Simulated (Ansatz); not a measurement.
Base system: GaSb in the zinc blende structure (space group F-43m, No. 216).

```yaml
crystal:
  lattice:
    - [0.00000, 3.06677, 3.06677]
    - [3.06677, 0.00000, 3.06677]
    - [3.06677, 3.06677, 0.00000]
  atoms:
    - { symbol: Sb, position: [0.75000, 0.75000, 0.75000] }
    - { symbol: Ga, position: [0.00000, 0.00000, 0.00000] }
```

Calculations: Ansatz (an electronic-structure program), r2SCAN, PAW, cutoff 500 eV, no SOC, earlier PAW set.

Modification: P takes the place of Sb on all its sites, then cell and atoms are relaxed.

Measured lattice parameter a: GaSb 6.0959 Å (room temperature; as listed in I. Vurgaftman, J. R. Meyer, L. R. Ram-Mohan, Journal of Applied Physics (2001)); GaP 5.439 Å (static lattice; corrected from measurement; as listed in Daniel Mejia-Rodriguez, S. B. Trickey, Phys. Rev. B (2018)).

Question: How well does r2SCAN reproduce the measured shift?

Answer: With r2SCAN the lattice parameter a moves by -0.682 Å (6.134 → 5.452) against -0.657 Å measured. The two measured values stand on different bases (one corrected, one not), which blurs small differences.

With Sb present, leaving out spin-orbit coupling can change the band edges. Stability against distortions was not tested.
